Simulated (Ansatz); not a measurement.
Results of RPBE (Ansatz, a first-principles code, plane waves, PAW) for cubic perovskite SrTiO3 (cubic form, which distorts at low temperature).

Numerical settings: plane-wave cutoff 520 eV, 10×10×10 k mesh, Fermi–Dirac smearing 0.01 eV, no spin polarisation, scalar-relativistic PAW data made under PBE.

Equation-of-state points:

```csv
V (Å³/atom),E − E_lowest (meV/atom),P (GPa)
11.782,24.58,11.08
12.032,10.51,6.98
12.283,2.52,3.29
12.534,0.00,-0.01
12.784,2.38,-2.97
13.035,9.15,-5.63
13.286,19.87,-8.02
```

Task: Estimate the bulk modulus and its pressure derivative from these points.

Result: V0 = 12.533 Å³/atom, B0 = 156 GPa, B′ = 4.4 (fit to the energies at full precision).

Measured, for comparison: bulk modulus 172 GPa (room temperature, not corrected to a static lattice, Murnaghan fit, our sources range from 165 to 179; as tabulated in Guennou et al. (2010), arXiv:0910.0710); equilibrium volume per atom 11.77 Å³/atom (0 K, cubic phase extrapolated to 0 K; as tabulated in Bilc et al. (2008), arXiv:0805.0753). Computed (rounded) less measured: bulk modulus -9 % (-5 % to -13 % over the range), equilibrium volume per atom +6.5 %.

Note: the relaxation could not lower the start's symmetry, so the cell can be a saddle point above a distorted one.

Computed values are for the static lattice.
